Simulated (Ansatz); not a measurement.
Reaction (SMILES): [SiH3][CH2] (CH2-SiH3) → C atom + 5 H atom + Si atom
B3LYP-D3(BJ)/def2-TZVP geometries, fixed; electronic energies without zero-point terms.

Basis-set convergence of the atomisation energy at B3LYP with Ansatz (a first-principles code). Cartesian d functions, on some or all atoms, in 6-31G*; all else is spherical. The program fits the integrals of some runs and decomposes those of others, by size. Open shells are unrestricted. No added dispersion term, no relativity. Functions are those of the species that has most. Reference: the value in aug-pcseg-3, 519.96 kcal/mol, itself unsure by roughly 0.22 kcal/mol (its mean distance from aug-cc-pV(Q+d)Z, def2-QZVPPD, pcseg-3). Deviations are taken from unrounded values.

| basis | functions | atomisation energy (kcal/mol) | minus reference (kcal/mol) |
|---|---|---|---|
| 6-31G | 32 | 490.84 | -29.13 |
| pcseg-0 | 32 | 487.52 | -32.44 |
| 6-31G* | 44 | 514.69 | -5.28 |
| pcseg-1 | 57 | 511.56 | -8.40 |
| def2-TZVPD | 125 | 518.85 | -1.12 |
| cc-pV(T+d)Z | 139 | 519.33 | -0.63 |
| def2-TZVPPD | 170 | 519.68 | -0.29 |
| cc-pV(Q+d)Z | 269 | 520.44 | 0.47 |
| pcseg-3 | 289 | 519.94 | -0.02 |
